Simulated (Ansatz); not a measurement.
A made-up structure of CH7BN (charge +1), singlet:

B1  (-1.155, 0.120, -0.869)
N2  (0.762, -0.522, 0.758)
C3  (0.127, 0.510, -0.123)
H4  (-1.559, -0.979, -0.704)
H5  (-1.621, 0.971, -1.547)
H6  (-0.081, 1.386, 0.436)
H7  (0.825, 0.851, -0.843)
H8  (1.599, -0.130, 1.190)
H9  (0.088, -0.795, 1.474)
H10  (1.004, -1.331, 0.185)
(Å)

It is relaxed with PBE-D4/def2-SVP and then PBE0-D4/def2-TZVP (Ansatz 0.2.0). Atoms count as bonded within 1.22 times the sum of their covalent radii (H–H: 0.88 Å). The end point is not checked to be a true minimum.

Q: Does its bonding change? (Judge from chemistry; the calculation decides.)

A: Computed: No: no bond forms or breaks.

Where it ends: The first stage lowers the energy by 0.24 eV in 4 steps. It ends as CH₇BN ([BH2][CH2][NH3]), total charge +1:
```tsv
atom	x (Å)	y (Å)	z (Å)
B1	-1.1679	0.1136	-0.8754
N2	0.7590	-0.5023	0.7470
C3	0.1372	0.5546	-0.1332
H4	-1.6111	-0.9854	-0.7330
H5	-1.6881	0.9159	-1.5778
H6	-0.0588	1.4296	0.4951
H7	0.8985	0.8683	-0.8550
H8	1.6079	-0.1728	1.2120
H9	0.1061	-0.8056	1.4725
H10	1.0050	-1.3328	0.2046
```

Labels in which every atom is bracketed show which atoms are joined, not bond orders.

For scale, one of the runs: PBE0-D4/def2-TZVP relaxation, 135 basis functions, launched by `ansatz run in.yaml --threads 2 --pin off --events-out ev --progress --plain --max-ram 4352MiB`. The run took about 12 s on 2 CPU threads of an Arm Neoverse V2 (shared host).
